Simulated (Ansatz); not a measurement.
Results of PBE (plane waves, PAW; Ansatz, a first-principles code) for rutile MnO2.

Run with plane-wave cutoff 520 eV, 8×8×12 k mesh (along the axes of the cell as run), Fermi–Dirac smearing 0.01 eV, spin-polarised with opposed moments, scalar-relativistic PAW data made under PBE.

Cell (measured lattice):

```
CELL_PARAMETERS angstrom
      4.39830     0.00000     0.00000
      0.00000     4.39830     0.00000
      0.00000     0.00000     2.87300
ATOMIC_POSITIONS crystal
  Mn 0.00000 0.00000 0.00000
  Mn 0.50000 0.50000 0.50000
  O  0.30465 0.30465 0.00000
  O  0.80465 0.19535 0.50000
  O  0.19535 0.80465 0.50000
  O  0.69535 0.69535 0.00000
```
Starting moments (μB, in the order of the record's atoms Mn Mn O O O O): 3.0 -3.0 0.0 0.0 0.0 0.0.

Problem. Estimate the magnetic moment (largest site, within a sphere) that the calculation returns.

Solution. 
* **magnetic moment (largest site, within a sphere)**: 2.22 μB

The run finds no gap.

Note: the gap of the solid is closed in this run; the collinear magnetic order is the start's and need not be the measured one; this level leaves the solid without a gap, although one is measured; cell and atoms aren't relaxed at this level (largest force component 0.04 eV/Å, pressure 2.6 GPa).

Moments are spin moments.

Computed values are for the static lattice.
